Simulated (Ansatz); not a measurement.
C4H6F2 (`F[C@H]1C[C@@H](F)C1`) at its PBE0-D4/def2-TZVP geometry, where that method's forces vanish. The species carries charge 0 and has multiplicity 1.

```xyz
12

F     1.5539   -0.0309   -1.6147
C     0.3713   -0.2835   -0.9627
C     0.4909   -0.8486    0.4543
C    -0.6449    0.0981    0.8483
F    -0.5044    0.7420    2.0538
C    -0.3612    0.9365   -0.4000
H    -0.2447   -0.8951   -1.6263
H     0.3733   -1.9194    0.6139
H     1.4231   -0.5008    0.9040
H    -1.6297   -0.3750    0.8421
H    -1.1938    1.3635   -0.9572
H     0.3662    1.7132   -0.1555
```

Q: What forces (eV/Å) does PBE-D4/def2-TZVPP give on these atoms in Ansatz 0.2.0? (An estimate is asked.)

A: The calculation gave: 
```
F1   0.612  0.118 -0.364
C2  -0.255 -0.084  0.079
C3   0.041 -0.207  0.067
C4  -0.086 -0.147 -0.221
F5   0.049  0.330  0.640
C6  -0.129  0.149 -0.103
H7  -0.155 -0.143 -0.144
H8  -0.010 -0.224  0.042
H9   0.185  0.062  0.091
H10 -0.226 -0.116 -0.016
H11 -0.167  0.105 -0.116
H12  0.139  0.157  0.045
```
